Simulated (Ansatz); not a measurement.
H$_{2}$Ge–NH, singlet in cc-pVDZ: errors against UCCSDT(Q)

Geometry: a point of a stretch scan, not a stationary point.

```yaml
atoms:
  - { symbol: Ge, position_ang: [0.0000, 0.0483, 0.2480] }
  - { symbol: N, position_ang: [0.0000, -0.0937, -1.4495] }
  - { symbol: H, position_ang: [0.0000, 1.3274, 1.1103] }
  - { symbol: H, position_ang: [0.0000, -4.3349, 3.0512] }
  - { symbol: H, position_ang: [0.0000, 0.8254, -1.8923] }
```

Basis cc-pVDZ; Ansatz 0.2.0. Only valence electrons are correlated (noble-gas cores and the filled d shells of p-block atoms frozen), which leaves 12 electrons in 41 orbitals. R marks a restricted (for open shells ROHF) determinant, U an unrestricted one. No spin–orbit coupling is included, and no scalar relativity.

Full CI isn't at hand for all of this; UCCSDT(Q) serves as the reference, and is uncertain by about the last step of the cluster series.

Unrestricted rows (U) aren't spin-pure: their determinants' ⟨S²⟩ exceeds S(S+1) by up to 1.28, so they mix in states of higher spin. Coupled cluster chose its determinant by trial CCSD, here up to 0.36 eV above the lowest Hartree–Fock solution of its kind, and MP2 stands on that determinant too.

- UHF ⟨S²⟩: 1.540
- ⟨S²⟩ of the determinant under UCCSD: 1.283
- T1 diagnostic (RCCSD): 0.0545
- largest doubles amplitude (RCCSD): 0.897

**Question.** From what is known of these methods and the diagnostics, rank them by the size of their error in total energy against UCCSDT(Q) in cc-pVDZ, smallest first (an estimate: the text doesn't fix the numbers).
A. UCCSD(T)
B. UCCSDT
C. UCCSD
D. UMP2

**Answer.** B (1.75 mEh), A (3.77 mEh), C (15.31 mEh), D (50.37 mEh).

All errors are against UCCSDT(Q) in cc-pVDZ. With T1 at 0.055 and a doubles amplitude of 0.90 one determinant is a poor start. Within each family the higher level lies nearer, as is usual though not guaranteed.
